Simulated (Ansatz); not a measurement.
# CF4O: the cost of one run

Computed with Ansatz 0.2.0 (the levels named in each step, unless a step's input says otherwise).

### Step 1. The starting structure

Bond lengths: F1–O2 1.393 Å, O2–C3 1.352 Å, C3–F4 1.329 Å, C3–F5 1.323 Å, C3–F6 1.326 Å. Angles: F1–O2–C3 109.9°, O2–C3–F4 113.5°, O2–C3–F5 105.4°, O2–C3–F6 113.6°, F4–C3–F5 108.6°, F4–C3–F6 107.0°, F5–C3–F6 108.6°.

Structure file:

```xyz
6

F     1.8806   -0.1195   -0.1287
O     0.6685   -0.5873   -0.6310
C    -0.3582    0.0116    0.0126
F    -0.3753    1.3331   -0.1302
F    -1.4554   -0.4854   -0.5353
F    -0.3865   -0.2379    1.3149
```

### Step 2. A rough first relaxation, PBE-D4/def2-SVP

This run stands in another session on the same molecule. It ended at:

```xyz
6

F     1.8639   -0.0901   -0.0906
O     0.6585   -0.6176   -0.6684
C    -0.3747    0.0209    0.0203
F    -0.3486    1.3445   -0.1419
F    -1.4701   -0.4937   -0.5432
F    -0.3551   -0.2495    1.3262
```

### Step 3. Relaxation, r2SCAN-D4/def2-TZVPP

The input, input.yaml:

```yaml
crystal:
  periodic: [false, false, false]
  atoms:
    - { symbol: F, position_ang: [1.86387952, -0.09012174, -0.09064271] }
    - { symbol: O, position_ang: [0.65852308, -0.61758802, -0.66840678] }
    - { symbol: C, position_ang: [-0.37472448, 0.02088977, 0.02027216] }
    - { symbol: F, position_ang: [-0.34863155, 1.34452694, -0.14190785] }
    - { symbol: F, position_ang: [-1.47012449, -0.49368923, -0.54324884] }
    - { symbol: F, position_ang: [-0.35510208, -0.24950772, 1.32623402] }
basis:
  gaussian: { orbitals: def2-TZVPP }
hamiltonian:
  xc: r2scan
  dispersion: d4
relax:
  f_tol: 0.002
  max_steps: 150
```

On the command line:

```sh
> ansatz run input.yaml --threads 4 --pin off --max-ram 10240MiB --backend cpu --events-out ev --progress --plain --runs-dir out
```

Q: Estimate wall time and peak memory on 4 threads of Arm Neoverse N1, shared host.

About 25 s, with a peak of 0.36 GiB.
